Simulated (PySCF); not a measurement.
**How exact exchange moves a shielding**

Molecule: `InChI=1S/C5H10S/c6-5-3-1-2-4-5/h5-6H,1-4H2`.

Cartesian coordinates in Å; atom numbers follow the order of the lines, from 1:
```xyz
16

S     2.264    0.749   -0.458
C     1.099   -0.441    0.304
C     0.128    0.208    1.291
C    -1.001    0.765    0.410
C    -0.982   -0.083   -0.886
C     0.156   -1.099   -0.703
H     1.334    1.563   -1.004
H     1.771   -1.165    0.789
H    -0.266   -0.580    1.955
H     0.608    0.966    1.925
H    -1.972    0.723    0.924
H    -0.823    1.827    0.181
H    -1.943   -0.584   -1.073
H    -0.793    0.553   -1.765
H     0.659   -1.374   -1.641
H    -0.235   -2.027   -0.251
```

GIAO shieldings (ppm, equivalent atoms averaged) in PySCF 2.14.0 with density-fitted response routines on the PBE0-D3(BJ)/def2-SVP geometry, basis pcSseg-1, gas phase, non-relativistic:

| functional | exact exchange (%) | σ(C2) | σ(C3/C6) |
| --- | --- | --- | --- |
| BLYP | 0 | 123.5 | 133.3 |
| BP86 | 0 | 129.6 | 138.5 |
| PBE | 0 | 130.0 | 139.1 |
| B3LYP | 20 | 130.2 | 138.8 |
| PBE0 | 25 | 137.6 | 145.2 |
| mPW1PW91 | 25 | 136.8 | 144.4 |
| HF | 100 | 151.9 | 156.3 |

(1) Fit each shielding as a line in the percentage of exact exchange.

(2) What does the line predict for BHandHLYP (50 %), and what does the run give?

Answers

(1) σ(C2) = 128.3 + 0.24 x (rms 2.8 ppm); σ(C3/C6) = 137.5 + 0.20 x (rms 2.4 ppm). The functionals also differ in their semilocal parts, which the line can't hold; Hartree–Fock has no correlation at all.

(2) σ(C2): 140.3 predicted, 138.6 computed; σ(C3/C6): 147.5 predicted, 145.7 computed ppm.
